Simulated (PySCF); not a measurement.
Reaction (SMILES): C#C (C2H2) → [C-]#C + H+
B3LYP-D3(BJ)/def2-TZVP geometries, fixed; electronic energies without zero-point terms.

How fast the deprotonation energy converges with the basis for several methods (PySCF): deviation from each method's own reference, in kcal/mol. References: B3LYP 384.19 kcal/mol, the value in aug-cc-pVQZ; HF 387.16 kcal/mol, the value in aug-cc-pVQZ; PBE 382.09 kcal/mol, the value in aug-cc-pVQZ. All functions are spherical. Density fitting with generated auxiliary sets. In sets without p functions on hydrogen, species with hydrogen take exact integrals. No added dispersion term, no relativity. 

```csv
basis,functions,B3LYP,HF,PBE
6-31G,22,21.62,16.16,22.24
def2-SVP,38,11.77,8.56,12.31
6-31G**,38,21.06,16.99,21.27
6-311G**,48,10.42,7.69,11.02
def2-TZVPP,90,3.04,2.04,3.69
"6-311++G(3df,3pd)",114,-0.24,-0.34,-0.11
aug-pcseg-2,138,-0.01,0.21,-0.03
aug-cc-pVTZ,138,-0.21,-0.19,-0.17
```

Mean absolute deviation over 6-311G**, def2-TZVPP, 6-311++G(3df,3pd), aug-pcseg-2, aug-cc-pVTZ: HF 2.09, B3LYP 2.78, PBE 3.00 kcal/mol.
